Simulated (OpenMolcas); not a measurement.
**[NH4]+ (ammonium): UHF/STO-3G**

Wanted: the energy of [NH4]+ (ammonium). 

The results are computed with OpenMolcas 26.06.

### Step 1. The molecule

[NH4]+ has 5 atoms, charge +1, and is taken as a singlet. SMILES: `[NH4+]`. The N1–H3 distance was set to 1.535 Å, away from the relaxed value. At this shape a bond of the SMILES string is far longer than usual.

Bond lengths: N1–H2 1.024 Å, N1–H4 1.024 Å, N1–H5 1.024 Å. Angles: H2–N1–H4 109.5°, H2–N1–H5 109.5°, H4–N1–H5 109.5°.

### Step 2. A single-point energy at UHF/STO-3G

Contents of step1.input:

```
&GATEWAY
  BasLib=$CurrDir
  Coord
  5
  angstrom
  N        0.486275      -0.108085      -0.117616
  H        0.939595      -0.555955       0.683394
  H       -0.972430       0.216180       0.235210
  H        0.510205      -0.741555      -0.921266
  H        0.981425       0.757035      -0.350196
  Basis=STO-3G
  Group=NoSym

&SEWARD

&SCF
  UHF
  Charge=1
  Scramble=0.25
  PrOrbitals=1 1
```

The basis set STO-3G is read from a file made from the Basis Set Exchange's data (not shown).

Started as:

```
$ export MOLCAS_MEM=1860
$ pymolcas step1.input > step1.log
```

The program printed:

```text
--- Start Module: gateway ---

                                              &GATEWAY

                       available to each process: 1.9 GB of memory, 1 thread

 Basis Set     1 Label: N.STO-3G
 Basis set is read from library:.
 basistype.tbl is not found

 Basis Set     2 Label: H.STO-3G
 Basis set is read from library:.
 basistype.tbl is not found

++    Symmetry information:
      ---------------------

                    Character Table for C1

                             E
                    a        1  x, y, xy, Rz, z, xz, Ry, yz, Rx, I
--

++    Basis set information:
      ----------------------

      Basis set label: N.STO-3G.........

      Electronic valence basis set:
      ------------------
      Associated Effective Charge   7.000000 au
      Associated Actual Charge      7.000000 au
      Nuclear Model: Point charge

      Shell  nPrim  nBasis  Cartesian Spherical Contaminant
         s       6       2        X
         p       3       1        X

      Basis set label: H.STO-3G.........

      Electronic valence basis set:
      ------------------
      Associated Effective Charge   1.000000 au
      Associated Actual Charge      1.000000 au
      Nuclear Model: Point charge

      Shell  nPrim  nBasis  Cartesian Spherical Contaminant
         s       3       1        X
--

++    Molecular structure info:
      -------------------------

                    ************************************************
                    **** Cartesian Coordinates / bohr, angstrom ****
                    ************************************************

     Center  Label                x              y              z                     x              y              z
        1      N1               0.918927      -0.204251      -0.222262              0.486275      -0.108085      -0.117616
        2      H2               1.775577      -1.050603       1.291427              0.939595      -0.555955       0.683394
        3      H3              -1.837626       0.408521       0.444482             -0.972430       0.216180       0.235210
        4      H4               0.964148      -1.401336      -1.740940              0.510205      -0.741555      -0.921266
        5      H5               1.854624       1.430589      -0.661775              0.981425       0.757035      -0.350196

                    ***************************************
                    *    InterNuclear Distances / bohr    *
                    ***************************************

               1 N1            2 H2            3 H3            4 H4            5 H5
    1 N1       0.000000
    2 H2       1.934274        0.000000
    3 H3       2.901486        3.987681        0.000000
    4 H4       1.934281        3.158589        3.987680        0.000000
    5 H5       1.934271        3.158727        3.987624        3.158694        0.000000

                    *******************************************
                    *    InterNuclear Distances / angstrom    *
                    *******************************************

               1 N1            2 H2            3 H3            4 H4            5 H5
    1 N1       0.000000
    2 H2       1.023574        0.000000
    3 H3       1.535400        2.110190        0.000000
    4 H4       1.023577        1.671454        2.110189        0.000000
    5 H5       1.023572        1.671526        2.110160        1.671509        0.000000

                    **************************************
                    *    Valence Bond Angles / degree    *
                    **************************************
                          Atom centers                 Phi
                      2 H2       1 N1       3 H3       109.47
                      2 H2       1 N1       4 H4       109.47
                      2 H2       1 N1       5 H5       109.47
                      3 H3       1 N1       4 H4       109.47
                      3 H3       1 N1       5 H5       109.47
                      4 H4       1 N1       5 H5       109.47
--

            Nuclear Potential Energy             14.97142400 au

--- Stop Module: gateway /rc=_RC_ALL_IS_WELL_ ---

--- Start Module: seward ---

                                              &SEWARD

                       available to each process: 1.9 GB of memory, 1 thread

               SEWARD will generate:
                  Multipole Moment integrals up to order  2
                  Kinetic Energy integrals
                  Nuclear Attraction integrals (point charge)
                  One-Electron Hamiltonian integrals
                  Velocity integrals
                  Orbital angular momentum around (  0.8676  -0.1928  -0.2098 )
                  Velocity quadrupole around (  0.8676  -0.1928  -0.2098 )
                  Two-Electron Repulsion integrals

                   Integrals are discarded if absolute value <: 1.00E-14
                   Integral cutoff threshold is set to       <: 1.00E-16

            Nuclear Potential Energy             14.97142400 au

      Basis set specifications :
      Symmetry species         a
      Basis functions            9

--- Stop Module: seward /rc=_RC_ALL_IS_WELL_ ---

--- Start Module: scf ---

                                                &SCF

                       available to each process: 1.9 GB of memory, 1 thread

++    Input section:
      --------------

      Header of the integral files:

      Cartesian coordinates in angstrom:
      -----------------------------------------------------
      No.  Label        X            Y            Z
      -----------------------------------------------------
       1   N1         0.48627500  -0.10808500  -0.11761600
       2   H2         0.93959500  -0.55595500   0.68339400
       3   H3        -0.97243000   0.21618000   0.23521000
       4   H4         0.51020500  -0.74155500  -0.92126600
       5   H5         0.98142500   0.75703500  -0.35019600
      -----------------------------------------------------
      Nuclear repulsion energy =   14.97142400
--

++    Orbital specifications:
      -----------------------

      Symmetry species               1
                                     a
      Frozen orbitals                0
      Start temperature = 0.500
      End temperature   = 0.010
      Temperature Factor= 0.460
      Deleted orbitals               0
      Total number of orbitals       9
      Number of basis functions      9
--

      Molecular charge                           1.000

++    Optimization specifications:
      ----------------------------

      SCF Algorithm: Conventional USCF
      D(i)-D(i-1) density differences are used
      Number of density matrices in core                 5
      Maximum number of NDDO SCF iterations            400
      Maximum number of HF SCF iterations              400
      Threshold for SCF energy change             1.00E-09
      Threshold for density matrix                1.00E-04
      Threshold for Fock matrix                   1.50E-04
      Threshold for linear dependence             1.00E-09
      Threshold at which DIIS is turned on        1.50E-01
      Maximum depth in the DIIS procedure                5
      Maximum depth in the BFGS Hessian update          30
      Threshold at which QNR/C2DIIS is turned on  7.50E-02
      Threshold for Norm(delta) (QNR/C2DIIS)      1.00E-03
      All orbitals punched on: UHFORB
--

      Input vectors read from INPORB
      Orbital file label: *Guess orbitals
      Start orbitals are scrambled in order to introduce symmetry breaking

++ Convergence information
                               UHF SCF        iterations: Energy and convergence statistics

Iter     Tot. SCF        One-elec.       Two-elec.     Energy      Max Dij or  Max Fij      DNorm      TNorm      AccCon     Time
         Energy          Energy          Energy        Change      Delta Norm                                                in Sec.
   1   -52.612395931   -97.140197868    29.556377940   0.00E+00    2.26E-01*   3.62E+00*    4.77E+00   1.82E+01   None         0.
   2   -54.346824377   -99.690977463    30.372729088  -1.73E+00*   2.85E-01*   2.59E-01*    3.23E+00   1.85E+01   EDIIS        0.
   3   -55.545572779  -101.749076363    31.232079587  -1.20E+00*   1.42E-01*   9.52E-02*    2.95E+00   1.87E+01   EDIIS        0.
   4   -55.745705189  -101.330592157    30.613462971  -2.00E-01*   5.08E-02*   2.88E-02*    8.37E-01   1.86E+01   EDIIS        0.
   5   -55.754249910  -101.438879126    30.713205219  -8.54E-03*   2.03E-02*   1.25E-02*    2.21E-01   1.86E+01   EDIIS        0.
   6   -55.755741099  -101.397739205    30.670574108  -1.49E-03*   1.04E-02*   5.92E-03*    1.02E-01   1.86E+01   EDIIS        0.

       Fermi aufbau procedure completed!
      nOcc(alpha)=    5
      nOcc(beta) =    5

   7   -55.756143444  -101.413817950    30.686250509  -4.02E-04*   4.47E-03*   7.22E-03*    5.16E-02   1.86E+01   c2DIIS       0.
   8   -55.756321575  -101.400784646    30.673039074  -1.78E-04*   4.54E-03*   1.17E-03*    1.49E-02   1.86E+01   QNRc2DIIS    0.
   9   -55.756327020  -101.413252938    30.685501921  -5.45E-06*   2.96E-03*   6.43E-04*    6.72E-03   1.86E+01   QNRc2DIIS    0.
  10   -55.756329459  -101.412056251    30.684302795  -2.44E-06*   6.72E-03*   5.73E-04*    4.54E-03   1.86E+01   QNRc2DIIS    0.
  11   -55.756332508  -101.409917080    30.682160574  -3.05E-06*   5.97E-03*   3.84E-04*    9.50E-03   1.86E+01   QNRc2DIIS    0.
  12   -55.756334417  -101.408991112    30.681232698  -1.91E-06*   9.45E-03*   3.89E-04*    8.05E-03   1.86E+01   QNRc2DIIS    0.
  13   -55.756335764  -101.407577985    30.679818224  -1.35E-06*   3.42E-03*   5.97E-04*    1.27E-02   1.86E+01   QNRc2DIIS    0.
  14   -55.756337251  -101.407757498    30.679996249  -1.49E-06*   4.34E-02*   5.88E-04*    4.52E-03   1.86E+01   QNRc2DIIS    0.
  15   -55.756350100  -101.411913416    30.684139319  -1.28E-05*   9.03E-04    5.28E-05     5.74E-02   1.86E+01   QNRc2DIIS    0.
  16   -55.756350133  -101.411848918    30.684074787  -3.33E-08*   3.25E-04    2.60E-05     1.15E-03   1.86E+01   QNRc2DIIS    0.
  17   -55.756350142  -101.411808132    30.684033992  -9.14E-09*   4.47E-05    1.25E-05     4.63E-04   1.86E+01   QNRc2DIIS    0.
  18   -55.756350143  -101.411814141    30.684040001  -4.71E-10    7.18E-05    9.50E-06     6.81E-05   1.86E+01   QNRc2DIIS    0.

       Convergence after  18 Iterations
--

 *****************************************************************************************************************************
 *                                             SCF/KS-DFT Program, Final results                                             *
 *                                                       Final Results                                                       *
 *****************************************************************************************************************************

::    Total SCF energy                                -55.7563501427
      One-electron energy                            -101.4118141410
      Two-electron energy                              30.6840400010
      Nuclear repulsion energy                         14.9714239973
      Kinetic energy (interpolated)                    54.5430770798
      Virial theorem                                    1.0222443090
      Total spin, S(S+1)                                0.0000000000
      Total spin, S                                     0.0000000000
      Max non-diagonal density matrix element           0.0000497023
      Max non-diagonal Fock matrix element              0.0000137580

      All orbitals with orbital energies smaller than  E(LUMO)+0.5 are printed

++    Molecular orbitals:
      -------------------

      Title: UHF orbitals (alpha)

      Molecular orbitals for symmetry species 1: a

          Orbital            1         2         3         4         5         6         7         8         9
          Energy          -15.8021   -1.4746   -0.9597   -0.9597   -0.8257   -0.0786    0.2811    0.3446    0.3446
          Occ. No.          1.0000    1.0000    1.0000    1.0000    1.0000    0.0000    0.0000    0.0000    0.0000

--

      All orbitals with orbital energies smaller than  E(LUMO)+0.5 are printed

++    Molecular orbitals:
      -------------------

      Title: UHF orbitals (beta)

      Molecular orbitals for symmetry species 1: a

          Orbital            1         2         3         4         5         6         7         8         9
          Energy          -15.8021   -1.4746   -0.9597   -0.9597   -0.8257   -0.0786    0.2811    0.3446    0.3446
          Occ. No.          1.0000    1.0000    1.0000    1.0000    1.0000    0.0000    0.0000    0.0000    0.0000

--

++    Molecular charges:
      ------------------

      Mulliken charges per centre and basis function type
      ---------------------------------------------------

                            N1                      H2                      H3                      H4                      H5
                     alpha        beta       alpha        beta       alpha        beta       alpha        beta       alpha        beta
      1s           1.7806      1.7806      0.3383      0.3383      0.2982      0.2982      0.3383      0.3383      0.3383      0.3383
      2px          0.6572      0.6572      0.0000      0.0000      0.0000      0.0000      0.0000      0.0000      0.0000      0.0000
      2pz          0.6247      0.6247      0.0000      0.0000      0.0000      0.0000      0.0000      0.0000      0.0000      0.0000
      2py          0.6244      0.6244      0.0000      0.0000      0.0000      0.0000      0.0000      0.0000      0.0000      0.0000
      Total        3.6869      3.6869      0.3383      0.3383      0.2982      0.2982      0.3383      0.3383      0.3383      0.3383
      Total              7.3737                  0.6766                  0.5963                  0.6767                  0.6766

      Charge           -0.3737                  0.3234                  0.4037                  0.3233                  0.3234

      Total electronic charge=   10.000000

      Total            charge=    1.000000
--

++    Molecular orbitals:
      -------------------

      Title: Natural orbitals

      Molecular orbitals for symmetry species 1: a

          Orbital            1         2         3         4         5         6         7         8         9
          Energy          -15.8021   -1.4746   -0.9597   -0.9592   -0.8263   -0.0454    0.2590    0.3338    0.3442
          Occ. No.          2.0000    2.0000    2.0000    2.0000    2.0000    0.0000    0.0000    0.0000    0.0000

--

++    Molecular properties:
      ---------------------

      Charge (e):
                      =    1.0000
      Dipole Moment (debye):
      Origin of the operator (angstrom)=    0.4591   -0.1020   -0.1110
                   X= -1.1948E+00               Y=  2.6553E-01               Z=  2.8897E-01           Total=  1.2576E+00
      Center of Charge (angstrom)
                     X=    0.21035373               Y=   -0.04676432               Z=   -0.05088233
      Quadrupole Moment (debye*angstrom):
      Origin of the operator (angstrom)=    0.4591   -0.1020   -0.1110
                  XX= -1.8662E+00              XY= -6.7964E-01              XZ= -7.3944E-01              YY= -4.7718E+00
                  YZ=  1.6431E-01              ZZ= -4.7444E+00
      In traceless form (debye*angstrom)
                  XX=  2.8919E+00              XY= -1.0195E+00              XZ= -1.1092E+00              YY= -1.4665E+00
                  YZ=  2.4646E-01              ZZ= -1.4254E+00
--

--- Stop Module: scf /rc=_RC_ALL_IS_WELL_ ---

.##################.
.# Happy landing! #.
.##################.

    Timing: Wall=1.36 User=1.08 System=0.28
```

It took 1.6 s on 1 thread of Arm Neoverse V2, shared host; peak memory 0.37 GiB.

### Step 3. Summary of results

Level: UHF/STO-3G.

| quantity | value |
| --- | --- |
| total energy | -55.75635 Eh |
| HOMO energy | -22.47 eV |
| LUMO energy | -2.14 eV |
| HOMO–LUMO gap | 20.33 eV |
